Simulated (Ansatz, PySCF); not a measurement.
Molecule: ketene, C₂H₂O (charge 0, singlet). SMILES: C=C=O
Structure (B3LYP-D3(BJ)/def2-TZVP (Ansatz, a first-principles code) minimum search):
```xyz
5

C      0.0091     0.0017    -1.2056
C     -0.0008    -0.0001     0.1027
H      0.0282     0.9401    -1.7377
H     -0.0018    -0.9351    -1.7406
O     -0.0096    -0.0018     1.2620
```
Charge 0, spin multiplicity 1.

Quantity: atomisation energy (electronic, to ground-state atoms), in kcal/mol. Cores are frozen in the correlated levels unless marked. UHF or UKS for open shells. Spin-orbit coupling is left out. No relativistic terms. The coupled-cluster limit lacks core correlation, which all-electron functionals hold. CBS marks a two-point X^-3 extrapolation of the correlation energy; Hartree-Fock from the larger set.

| level | program | atomisation energy (kcal/mol) |
|---|---|---|
| HF/cc-pVDZ | Ansatz | 361.7 |
| HF-D4/def2-TZVPD | PySCF + dftd4 | 375.3 |
| PBE-D4/def2-TZVPD | Ansatz + dftd4 | 558.7 |
| revPBE-D4/def2-TZVPD | Ansatz + dftd4 | 541.6 |

Problem. Estimate the value at CCSD(T)/CBS(cc-pVTZ,cc-pVQZ) as computed with Ansatz.

Solution. 530.8 kcal/mol, so revPBE-D4/def2-TZVPD differs from it by 10.8 kcal/mol.
